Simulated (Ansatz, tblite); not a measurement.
# The cluster Si3−: a ladder of methods and basis sets

Aim: run the doublet of the cluster Si3− at one geometry on many levels, and compare frontier levels, spin and run time.

Computed with Ansatz 0.2.0, Gaussian basis. Level: as each input shows.

Plan: GFN1-xTB, PBE-D4/def2-TZVPD, r2SCAN-D4/def2-TZVPD, B3LYP-D4/def2-TZVPD, LC-ωPBE/def2-TZVPD, B97M-V/def2-TZVPD, HF/def2-TZVPD, ωB97X-V/def2-TZVPD, PBE-D4/def2-SVPD, PBE0-D4/def2-SVPD, HF/STO-3G, HF/6-31G, B3LYP-D4/6-31G, CCSD(T)/def2-TZVPPD, MP2/def2-TZVPD, RPA/def2-TZVPD.

## Step 1: The geometry

The doublet was relaxed beforehand with PBE-D4/def2-TZVPD. At that level it is the lowest of the isomers that a small search found.

3 atoms, charge -1, spin multiplicity 2.

Bond lengths: Si1–Si2 2.436 Å, Si1–Si3 2.262 Å, Si2–Si3 2.262 Å. Angles: Si2–Si1–Si3 57.4°, Si1–Si2–Si3 57.4°, Si1–Si3–Si2 65.2°.

As a file:

```
Si   -0.2998    1.1689    0.6568
Si    1.1843   -0.2566   -0.6472
Si   -0.8845   -0.9123   -0.0096
```

The ion is computed in the gas phase, without counter-ions or solvent.

PBE0-D4/def2-TZVPD was run before; its log isn't repeated, and its numbers join the tables.

## Step 2: GFN1-xTB

Tight binding, by tblite at 300 K electronic temperature and without a spin-polarisation term:

```python
tblite.interface.Calculator('GFN1-xTB', numbers, positions, charge=-1, uhf=1).singlepoint()
```

Energy -149.6363 eV; 0.003 s.

## Step 3: PBE-D4/def2-TZVPD

start.molden holds the orbitals of an earlier run on this state, given as this run's starting guess.

in.yaml

```yaml
crystal:
  periodic: [false, false, false]
  atoms:
    - {symbol: Si, position_ang: [-0.299831, 1.168861, 0.656770]}
    - {symbol: Si, position_ang: [1.184333, -0.256611, -0.647161]}
    - {symbol: Si, position_ang: [-0.884512, -0.912250, -0.009608]}
basis:
  gaussian: {orbitals: def2-TZVPD, initial_orbitals: start.molden}
total_charge: -1
magnetization: {spin_polarized: true, initial_magnetization: 1}
hamiltonian: {xc: pbe, dispersion: d4}
scf: {omitted_lower_state_checks: [starts]}
output: {orbitals: {seedname: orbitals}}
```

Run with:

```bash
$ ansatz run in.yaml --threads 4 --pin off --events-out ev --progress --plain --max-ram 3916MiB
```

The runs that follow: r2SCAN-D4/def2-TZVPD; B3LYP-D4/def2-TZVPD; LC-ωPBE/def2-TZVPD; B97M-V/def2-TZVPD; HF/def2-TZVPD; ωB97X-V/def2-TZVPD; PBE-D4/def2-SVPD; PBE0-D4/def2-SVPD; HF/STO-3G; HF/6-31G; B3LYP-D4/6-31G; CCSD(T)/def2-TZVPPD; MP2/def2-TZVPD; RPA/def2-TZVPD.

**Question.** What will the summary of the whole plan be? Wanted: gap in def2-TZVPD, named functionals and Hartree-Fock, smallest and largest; correlation energy, CCSD(T)/def2-TZVPPD; correlation energy, MP2/def2-TZVPD; ⟨S²⟩ in def2-TZVPD, named functionals and Hartree-Fock, smallest and largest; PBE0 total energy, smallest basis above largest.

As calculated:

```
                                                                    quantity                            value
 gap in def2-TZVPD, named functionals and Hartree-Fock, smallest and largest   0.50 eV (PBE-D4), 6.96 eV (HF)
                                     correlation energy, CCSD(T)/def2-TZVPPD                        -10.17 eV
                                          correlation energy, MP2/def2-TZVPD                         -8.61 eV
⟨S²⟩ in def2-TZVPD, named functionals and Hartree-Fock, smallest and largest                     0.756, 0.806
                             PBE0 total energy, smallest basis above largest  7.99 eV (def2-SVPD, def2-TZVPD)
```

What this shows: Over the named functionals and Hartree-Fock in def2-TZVPD the gap runs from 0.50 eV (PBE-D4) to 6.96 eV (HF); exact exchange widens it. Over the named functionals and Hartree-Fock in def2-TZVPD spin contamination reaches 0.06 (HF), which is small. PBE-D4, r2SCAN-D4, B97M-V put the HOMO above zero: the outermost electron is held by the basis alone.
